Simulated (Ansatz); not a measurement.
Reaction (formal loss of a carbene): CH₃NH₂ → `[CH2]` (triplet) + NH₃

Computed with Ansatz on PBE0-D4/def2-TZVP structures; ΔE is electronic, products minus reactants. CBS: MP2 limit from def2 TZ/QZ plus the TZ coupled-cluster correction, frozen cores. This one scheme is used for every species. DFT in def2-TZVPP. Triplets are unrestricted, without spin–orbit coupling.

CH₃NH₂:

Cartesian coordinates in Å:
```
C -0.264 -0.230 -0.447
N 0.577 0.077 0.697
H -0.979 0.557 -0.730
H -0.834 -1.140 -0.245
H 0.366 -0.436 -1.316
H 0.013 0.260 1.516
H 1.122 0.912 0.525
```

`[CH2]` (triplet):

Cartesian coordinates in Å:
```
C 0.138 0.238 0.024
H 0.206 -0.180 -0.968
H -0.343 -0.058 0.944
```

NH₃:

Cartesian coordinates in Å:
```
N -0.172 0.021 0.222
H -0.470 0.616 -0.541
H 0.777 0.288 0.454
H -0.135 -0.925 -0.136
```

```tsv
level	ΔE (kJ/mol)
PBE-D4	400.4
PBE0-D4	391.7
B2PLYP	385.9
r2SCANh	367.6
BHLYP	373.3
RPA@PBE/def2-TZVPP	378.4
MP2/CBS(cc)	401.4
CCSD/CBS(cc)	382.1
```

Question: What does CCSD(T)/CBS give? (An estimate is asked.)

Answer: Ansatz gave: +391.3 kJ/mol. The listed levels differ from it by 9.1, 0.4, -5.4, -23.7, -18.0, -12.9, 10.1, -9.2 kJ/mol.

Largest T1 diagnostic among the species: 0.011.

The D4 term adds +5.6 kJ/mol with B3LYP and +2.9 kJ/mol with PBE0; it sums over pairs of atoms, weighted by their polarisabilities, and B3LYP, whose exchange is more repulsive, gets the larger term. From r2SCAN to r2SCAN0 (25 % exact exchange), in def2-TZVPP and without D4, ΔE moves by −3.7 kJ/mol. In def2-TZVPP, CCSD(T) changes the Hartree–Fock value by +125.9 kJ/mol (the triples alone add +9.7 kJ/mol) and MP2 by +135.5 kJ/mol.

B3LYP here is the variant with VWN-RPA as its local correlation; programs differ in this.
